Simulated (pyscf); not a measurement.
Thermochemistry of product channels of HS–Ga(Cl)–Cl + H atom (H•) on the doublet surface, in kJ/mol, from CCSD(T)/def2-TZVPP + ΔMP2(QZVPP) energies (ideal gas, 1 atm, RRHO with modes under 100 cm⁻¹ raised to 100, one conformer, R ln 2 for rigid chiral ones). Optimised with ωB97X-D3(BJ)/def2-SVP in PySCF. MP2 and CC: frozen core, UHF for open shells. ΔMP2 is the change of the MP2 total energy from the triple- to the quadruple-zeta basis.

```csv
products,ΔE,ΔH(298 K),ΔG(298 K),ΔG(1200 K)
SH• + Cl–GaH–Cl,+8.0,+14.6,+6.3,-7.9
H₂S + [Cl–Ga–Cl]•,-40.4,-28.9,-42.0,-66.1
```

These are energies of the channels, which say nothing of barriers. The CCSD(T) − MP2 part came from Ansatz, without density fitting, on the same reference. The frozen core leaves the outer d or s,p core shells of the metals and heavy elements correlated in the MP2 and CC values, and def2-TZVPP describes them poorly, which can shift differences by a few kcal/mol. Left out: orbital degeneracy and the spin-orbit lowering of SH. Elements up to Kr have no core potential and no relativistic terms here.
